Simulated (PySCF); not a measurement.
Start geometry of `C(Cl)(/C=C/Cl)=O` from GFN2-xTB (Å):
```
atom  x, y, z in Å
O1    -1.4488    1.0886   -0.8796
C2    -1.2217    0.2153   -0.1038
Cl3   -2.5499   -0.5934    0.7354
C4     0.0693   -0.3295    0.2903
C5     1.1871    0.1701   -0.2469
Cl6    2.7367   -0.3858    0.1382
H7     0.0831   -1.1289    1.0133
H8     1.1531    0.9729   -0.9715
```

Q: What comes out of this run: PBE0-D3(BJ)/def2-SVP geometry optimisation, gas phase in PySCF?

A: 
```
atom  x, y, z in Å
O1    -1.869    0.716   -0.607
C2    -1.674   -0.171    0.160
Cl3   -3.028   -0.986    0.986
C4    -0.374   -0.733    0.558
C5     0.736   -0.222    0.008
Cl6    2.306   -0.767    0.376
H7    -0.346   -1.544    1.286
H8     0.687    0.591   -0.722
```

The energy falls by 0.44 kcal/mol over 5 energy and gradient evaluations, the largest force component goes from 0.0074 to 1.7e-04 Eh/bohr, and the atoms move by 0.024 Å rms after alignment. Among the bonds, C2–Cl3 and C2–C4 change most and about equally (+0.015 to +0.016 Å). Bonds longer at the end by more than 0.005 Å: 5 of 7; shorter: 0. Rotational constants go from 7183, 903.3, 802.4 to 7206, 890.9, 792.9 MHz. The orientation of the end geometry is arbitrary; only internal coordinates are fixed.

The run used 102 basis functions and 35 SCF cycles in all.

PBE0-D3(BJ)/def2-SVP frequencies: not computed here. The numbers are those of one conformer.
